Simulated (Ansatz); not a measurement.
Reaction (SMILES): [CH]=CF → 2 C atom + F atom + 2 H atom
B3LYP-D3(BJ)/def2-TZVP geometries, fixed; electronic energies without zero-point terms.

Basis-set convergence of the atomisation energy at PBE with Ansatz (a first-principles code). All functions are spherical. The program fits the integrals of some runs and decomposes those of others, by size. Open shells are unrestricted. No added dispersion term, no relativity. Functions are those of the species that has most. Reference: the value in aug-pcseg-3, 472.31 kcal/mol, itself unsure by roughly 0.21 kcal/mol (its mean distance from aug-cc-pVQZ, cc-pV5Z, def2-QZVPPD). Deviations are taken from unrounded values.

| basis | functions | atomisation energy (kcal/mol) | minus reference (kcal/mol) |
|---|---|---|---|
| STO-3G | 17 | 529.98 | 57.67 |
| 3-21G | 31 | 463.99 | -8.32 |
| def2-SV(P) | 46 | 473.87 | 1.56 |
| cc-pVDZ | 52 | 465.94 | -6.37 |
| def2-SVP | 52 | 477.27 | 4.96 |
| 6-311G** | 66 | 469.40 | -2.91 |
| 6-311+G** | 78 | 467.30 | -5.01 |
| def2-SVPD | 79 | 477.14 | 4.83 |
| aug-pcseg-1 | 87 | 467.59 | -4.72 |
| cc-pVTZ | 118 | 472.37 | 0.06 |
| pcseg-2 | 118 | 472.10 | -0.21 |
| jun-cc-pV(T+d)Z | 145 | 471.42 | -0.89 |
| def2-TZVPPD | 148 | 472.09 | -0.22 |
| 6-311++G(3df,3pd) | 153 | 473.20 | 0.89 |
| cc-pVQZ | 225 | 472.92 | 0.61 |
| pcseg-3 | 246 | 472.27 | -0.04 |
| def2-QZVPPD | 258 | 471.91 | -0.40 |
| aug-cc-pVQZ | 332 | 472.48 | 0.17 |

The smallest set listed that lies within 2 kcal/mol of the reference with all its larger relatives (same family, alike in diffuse functions; a set with none counts only in the reference's own line) is cc-pVTZ (118 functions, 0.06 kcal/mol off), level with pcseg-2. Inside the window by cancellation, since a larger relative falls out: def2-SV(P). Inside, with no larger relative to test it: 6-311++G(3df,3pd). (Relatives not listed, tested too: def2-TZVP -0.81, def2-TZVPP -0.28, aug-cc-pVTZ -0.81, def2-QZVP -0.40, def2-QZVPP -0.40, cc-pV5Z 0.06 kcal/mol.)
